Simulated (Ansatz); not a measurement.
Diamond, treated with G0W0@PBE (hard PAW, contour deformation; Ansatz, a program for electronic structure).

The cell has the measured lattice parameters. Conventional cell: a = 3.5670 Å, b = 3.5670 Å, c = 3.5670 Å, α = 90.00°, β = 90.00°, γ = 90.00°.

One run with a 16×16×16 mesh, response cutoff 100 eV and 47 empty bands, not extrapolated in mesh or basis; no spin–orbit coupling.

Highest filled and lowest empty level by k point (fractions of the reciprocal vectors of the cell (0.000 1.784 1.784) (1.784 0.000 1.784) (1.784 1.784 0.000) Å; eV from the valence maximum of each method):

```tsv
k	PBE filled	PBE empty	QP filled	QP empty
0 0 0	0.00	5.60	0.00	7.15
0 0.0625 -0.0625	-0.18	5.89	-0.20	7.47
0 0.375 -0.438	-5.73	5.30	-6.19	6.39
0.0625 0.188 0.25	-1.97	5.40	?	?
0.0625 0.25 -0.375	-4.38	7.42	-4.76	8.73
0.0625 0.375 -0.5	-6.05	5.41	-6.53	6.59
0.0625 0.438 -0.375	-6.12	5.79	?	?
0.125 0.25 -0.5	-4.08	7.97	-4.43	9.45
```

Task: Estimate the withheld levels to about 0.1 eV.

Result: 
- 0.0625 0.188 0.25, QP filled: -2.15
- 0.0625 0.188 0.25, QP empty: 6.81
- 0.0625 0.438 -0.375, QP filled: -6.61
- 0.0625 0.438 -0.375, QP empty: 6.92

Note: cell and atoms aren't relaxed at this level.
